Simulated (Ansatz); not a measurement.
The cluster Al₂H₂. The state is a quintet with charge 0. Geometry PBE-D4/def2-TZVP.

| atom | x (Å) | y (Å) | z (Å) |
| --- | --- | --- | --- |
| Al1 | 0.283 | 0.568 | 1.115 |
| Al2 | -0.281 | -0.570 | -1.115 |
| H3 | 0.798 | 0.694 | -0.556 |
| H4 | -0.800 | -0.692 | 0.556 |

B3LYP takes the VWN-RPA correlation. At PBE0-D4/def2-TZVP a singlet of charge 0 lies 3.90 eV below the quintet, each at its own geometry. The structure comes from a short search, and lower isomers may exist.

Q: Estimate the α-spin orbital energies around the gap (eV) in Ansatz with LDA (SPW92)/def2-TZVP, PBE-D4/def2-TZVP, revPBE-D4/def2-TZVP, r2SCAN-D4/def2-TZVP, B3LYP-D4/def2-TZVP.

A: 
```
orbital  LDA (SPW92)/def2-TZVP  PBE-D4/def2-TZVP  revPBE-D4/def2-TZVP  r2SCAN-D4/def2-TZVP  B3LYP-D4/def2-TZVP
 HOMO−5                 -12.81            -12.71               -12.66               -13.29              -14.19
 HOMO−4                  -8.87             -8.80                -8.77                -9.16              -10.10
 HOMO−3                  -7.81             -7.77                -7.74                -8.19               -8.64
 HOMO−2                  -5.68             -5.67                -5.66                -5.94               -6.42
 HOMO−1                  -4.74             -4.70                -4.68                -4.98               -5.23
   HOMO                  -2.75             -2.73                -2.71                -2.88               -3.14
   LUMO                  -2.59             -2.57                -2.54                -2.59               -1.82
 LUMO+1                  -0.63             -0.63                -0.61                -0.52                0.13
 LUMO+2                  -0.50             -0.40                -0.34                -0.13                0.28
 LUMO+3                  -0.46             -0.35                -0.30                -0.12                0.35
 LUMO+4                   0.71              0.92                 1.02                 1.30                1.64
 LUMO+5                   1.45              1.57                 1.62                 1.90                2.39
 β HOMO                  -8.26             -8.29                -8.28                -8.58               -9.76
 β LUMO                  -5.79             -5.58                -5.49                -4.61               -5.05
```
